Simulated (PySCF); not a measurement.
Consider `COC=O` (C2H4O2). Optimised structure (Å), atoms numbered from 1:
```
C    -1.0034   -0.1788    0.0708
O     0.3102   -0.7103    0.1587
C     1.3002    0.1439   -0.0828
O     1.1692    1.2999   -0.3643
H    -1.2011    0.2110   -0.9389
H    -1.6866   -1.0050    0.2990
H    -1.1432    0.6402    0.7920
H     2.2714   -0.3852    0.0177
```

These are calculated values, ωB97X-D3(BJ)/ma-def2-TZVP in PySCF (grid level 2) at geometries from PBE0-D3(BJ)/def2-SVP. The prefix ma- adds one diffuse s and one diffuse p function on all atoms but H. ωB97X-D3(BJ) is ωB97X-V with D3(BJ) in place of VV10. Zero-point and thermal terms (298.15 K, 1 bar) come from unscaled PBE0-D3(BJ)/def2-SVP harmonic frequencies, with soft modes damped to free rotors in the entropy.

Q: What are the vertical and the adiabatic ionisation energy for forming the radical cation?

A: 11.11 eV vertical and 10.72 eV adiabatic, the latter with zero-point energy.

Q: Where does the unpaired spin of the relaxed radical cation sit?

A: O4 (carboxyl C=O oxygen) 0.95 (intrinsic atomic orbital populations).

Q: What oxidation potential follows in acetonitrile (IEF-PCM), given that Fc+/Fc comes at 4.54 V absolute with this functional and basis?

A: In the gas phase ΔG of oxidation is 10.688 eV, and solvation is -20.9 kJ/mol for the parent and -268.5 kJ/mol for the product, so the absolute potential is 8.12 V, or 3.58 V against Fc+/Fc. Fc+/Fc in acetonitrile, 4.54 V, is ωB97X-D3(BJ)/ma-def2-TZVP on PBE0-D3(BJ)/def2-SVP structures with GFN2-xTB thermal terms. Benchmark calculations put it near 5.0 V in acetonitrile and DMSO, so it is about 0.5 V low, and the value against it can read up to that much too high. The solvent is electrostatics only, on gas-phase structures; the absolute scale refers to an electron at rest in vacuum.

Q: How far is −ε(HOMO) from the vertical value by ΔSCF?

A: −ε(HOMO) = 10.97 eV, which is 0.14 eV below the ΔSCF value.
